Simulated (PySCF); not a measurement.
All of these have the formula C4H5NO. Computed with TDDFT CAM-B3LYP/def2-SVPD, vertical, gas phase, core orbitals frozen in the response (PySCF). Geometries: PBE0-D3(BJ)/def2-SVP; one conformer of each isolated species. Triplets are in the Tamm–Dancoff approximation. 'Strongest' means the level of largest summed f among the lowest 10 singlets; it needn't be the same kind of state in each.

Problem. Rank by computed HOMO energy, highest first.
A. `N#C[C@H]1CCO1`
B. `C#CC(=O)NC`
C. `Cc1ncco1`
D. `CC(=O)CC#N`
E. `Cc1cnoc1`
F. `O1[C@H](CC#N)C1`

Solution. C (-8.34 eV), E (-8.85 eV), B (-9.13 eV), D (-9.55 eV), A (-9.73 eV), F (-10.09 eV).

| SMILES | HOMO (eV) | S1 (eV) | strongest (eV) | first f ≥ 0.01 (nm) | f (strongest) | LUMO (eV) | S1 mainly |
| --- | --- | --- | --- | --- | --- | --- | --- |
| Cc1ncco1 | -8.34 | 6.40 | 6.40 | 194 | 0.22 | 1.11 | H→L (96%) |
| Cc1cnoc1 | -8.85 | 6.39 | 8.29 | 194 | 0.44 | 0.69 | H→L (92%) |
| C#CC(=O)NC | -9.13 | 5.06 | 6.18 | 201 | 0.11 | 0.15 | H-1→L (92%) |
| CC(=O)CC#N | -9.55 | 4.54 | 8.38 | 169 | 0.05 | -0.06 | H→L (94%) |
| N#C[C@H]1CCO1 | -9.73 | 6.75 | 8.84 | 166 | 0.02 | 0.79 | H→L (93%) |
| N#CC[C@@H]1CO1 | -10.09 | 7.61 | 8.51 | 148 | 0.03 | 1.02 | H-3→L+1 (16%) |

H and L stand for HOMO and LUMO.

- `Cc1ncco1`: Löwdin shares by element: HOMO carbon 70% or more, nitrogen 11% (atoms not listed hold the other 19%); LUMO carbon 52% or more, oxygen 17% (atoms not listed hold the other 30%).
- `Cc1cnoc1`: Löwdin shares by element: HOMO carbon 54% or more, nitrogen 18%, oxygen 9% (atoms not listed hold the other 18%); LUMO carbon 37% or more, nitrogen 24%, oxygen 17% (atoms not listed hold the other 22%).
- `C#CC(=O)NC`: Löwdin shares by element: HOMO nitrogen 45%, oxygen 23%, carbon 17% or more (atoms not listed hold the other 15%); LUMO carbon 63% or more, oxygen 18% (atoms not listed hold the other 20%).
- `CC(=O)CC#N`: S1 has the pattern of n→π* at C=O.
- `N#C[C@H]1CCO1`: Löwdin shares by element: HOMO oxygen 56%, carbon 18% or more, hydrogen 6% or more (atoms not listed hold the other 19%); LUMO carbon 33% or more, nitrogen 22%, oxygen 16% (atoms not listed hold the other 29%).
- `N#CC[C@@H]1CO1`: Löwdin shares by element: HOMO oxygen 64%, carbon 20% or more (atoms not listed hold the other 15%); LUMO carbon 50% or more, hydrogen 9% or more (atoms not listed hold the other 40%).
